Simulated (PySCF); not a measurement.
Species: acetyl chloride, C2H3ClO.
SMILES with atom numbers: `[CH3:1][C:2](=[O:3])[Cl:4]` (hydrogens: H5, H6, H7 on C1)

The closed-shell ground state was solved at several levels (PySCF, density fitting, gas phase, non-relativistic). Isolated species at its PBE0-D3(BJ)/def2-SVP geometry, gas phase.

```json
{"level": "LC-wPBE/def2-SVPD", "basis functions": "114", "total energy (Eh)": "-612.9845", "HOMO (eV)": "-11.45", "LUMO (eV)": "1.20", "gap (eV)": "12.65", "dipole (D)": "2.85"}
{"level": "PBE0/6-31G*", "basis functions": "66", "total energy (Eh)": "-613.1013", "HOMO (eV)": "-8.43", "LUMO (eV)": "-0.81", "gap (eV)": "7.62", "dipole (D)": "2.81"}
{"level": "PBE0/def2-TZVPD", "basis functions": "187", "total energy (Eh)": "-613.2016", "HOMO (eV)": "-8.63", "LUMO (eV)": "-1.15", "gap (eV)": "7.48", "dipole (D)": "2.80"}
{"level": "PBE0/aug-cc-pVDZ", "basis functions": "123", "total energy (Eh)": "-613.1541", "HOMO (eV)": "-8.64", "LUMO (eV)": "-1.14", "gap (eV)": "7.50", "dipole (D)": "2.82"}
{"level": "CAM-B3LYP/def2-SVPD", "basis functions": "114", "total energy (Eh)": "-613.1506", "HOMO (eV)": "-10.14", "LUMO (eV)": "-0.02", "gap (eV)": "10.12", "dipole (D)": "2.86"}
{"level": "BHandHLYP/def2-SVPD", "basis functions": "114", "total energy (Eh)": "-613.1151", "HOMO (eV)": "-10.20", "LUMO (eV)": "0.02", "gap (eV)": "10.22", "dipole (D)": "2.93"}
```

Task: What might wB97X-D/def2-SVPD (114 basis functions) give for the same quantities?

Result: Total energy -613.1544 Eh, HOMO -10.62 eV, LUMO 0.64 eV, gap 11.26 eV, dipole 2.87 D.

Task: Over all these levels, which gives the widest orbital gap and which the narrowest?

Result: LC-wPBE/def2-SVPD (range-separated hybrid) has the widest, 12.65 eV, and PBE0/def2-TZVPD (global hybrid, 25 % exact exchange) the narrowest, 7.48 eV. Functional and basis both differ between the two, so the spread mixes both effects.

Task: How much does the basis alone move the frontier levels among the 3 PBE0 rows?

Result: The HOMO by 0.21 eV and the LUMO by 0.34 eV. By rising basis size (HOMO, LUMO in eV): 6-31G* -8.43, -0.81; aug-cc-pVDZ -8.64, -1.14; def2-TZVPD -8.63, -1.15.

Task: How far do the dipole and the HOMO energy spread over the levels?

Result: The dipole runs from 2.80 to 2.93 D (mean 2.85 D) and the HOMO from -11.45 to -8.43 eV.

The pairwise dispersion term of wB97X-D wasn't added to the energies; at a given geometry it leaves orbitals and properties as they are.
